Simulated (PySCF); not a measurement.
C₆H₁₁ (doublet state).
Geometry (GFN2-xTB, Å), atoms numbered from 1 in this order:
```
atom  x, y, z in Å
C1     2.543    0.005    0.454
C2     1.282   -0.507    0.574
C3     0.200   -0.222   -0.247
C4     0.313    0.733   -1.389
C5    -1.141   -0.816    0.034
C6    -2.040    0.180    0.780
H7     2.807    0.698   -0.324
H8     3.320   -0.271    1.143
H9     1.103   -1.204    1.385
H10   -0.622    0.794   -1.940
H11    1.100    0.418   -2.077
H12    0.574    1.732   -1.037
H13   -1.035   -1.717    0.641
H14   -1.632   -1.091   -0.904
H15   -1.583    0.459    1.727
H16   -2.184    1.081    0.189
H17   -3.013   -0.263    0.981
```

The hyperfine couplings belong to this conformer and change with its torsions.

As a line formula: `C=C[C](C)CC` [radical].

The calculation used UKS B3LYP, pcH-1 on C H, non-relativistic, mean-field spin-orbit, GIAO (PySCF 2.14.0). The structure is a single GFN2-xTB conformer in the gas phase; no vibrational or solvent corrections. The geometry wasn't refined by DFT: couplings that depend on bond lengths, twists or pyramidal angles can differ widely from those at the functional's own minimum. The SCF solution wasn't tested for stability. ⟨S²⟩ is 0.774 where a pure state has 0.75.

Principal values of hyperfine tensors in MHz (contact and dipolar terms together), for some of the nuclei:

```csv
atom,isotope,A1,A2,A3
H12,1H,57.70,59.77,66.85
C3,13C,7.14,8.41,167.55
H11,1H,52.76,54.92,62.10
C6,13C,51.09,51.25,61.94
C1,13C,2.32,4.15,142.05
C2,13C,-72.61,-35.79,-29.74
H7,1H,-57.05,-37.84,-16.29
H14,1H,32.06,32.19,41.35
```

(1) Split each tensor into its isotropic and traceless parts, and turn a_iso into mT with g = 2.0026.

(2) What spin density at the nucleus of H12 lies behind its contact coupling (g_N = 5.58569)?

(3) H8 (1H, g_N = 5.58569) isn't in the table. Its spin density at the nucleus is -0.008607 bohr⁻³. What is its contact coupling?

(4) Name the largest traceless tensor T of the table and describe it.

(5) What first-order splitting does C3 cause when the field lies along A1, A2 or A3 of its tensor (g taken as isotropic, no quadrupole term)?

Results:

(1) a_iso is a third of the trace, T = A − a_iso, and a(mT) = a(MHz)/(g × 13.996).

| atom | a_iso (MHz) | a_iso (mT) | T1 | T2 | T3 |
| --- | --- | --- | --- | --- | --- |
| H12 | 61.44 | 2.192 | -3.74 | -1.67 | 5.41 |
| C3 | 61.03 | 2.178 | -53.90 | -52.62 | 106.52 |
| H11 | 56.59 | 2.019 | -3.83 | -1.67 | 5.51 |
| C6 | 54.76 | 1.954 | -3.67 | -3.51 | 7.18 |
| C1 | 49.51 | 1.766 | -47.19 | -45.35 | 92.54 |
| C2 | -46.05 | -1.643 | -26.57 | 10.26 | 16.31 |
| H7 | -37.06 | -1.322 | -19.99 | -0.78 | 20.77 |
| H14 | 35.20 | 1.256 | -3.14 | -3.01 | 6.15 |

(2) a_FC = 800.24 MHz bohr³ × g_N × ρ(0)/(2S). With a_FC = 61.44 MHz and 2S = 1, ρ(0) = 0.01375 bohr⁻³. In magnitude that is 4.3 % of the 1/π = 0.318 of a free hydrogen atom.

(3) By the same relation, a_FC = -38.5 MHz. Its full tensor has the principal values -61.63, -38.60, -15.18 MHz.

(4) C3: -53.9, -52.6, 106.5 MHz, axial, in the ratio −1:−1:+2, the form that spin in one p orbital centred on that nucleus gives.

(5) 2 lines (I = 1/2), spaced by |A_i|/(g × 13.996): 0.25, 0.30, 5.98 mT along the axes of A1, A2 and A3.

The run took 61 s of wall time (grids of density and orbitals included) on an Arm Neoverse V1 with one thread, shared host, and the process peaked at 0.96 GiB of memory.
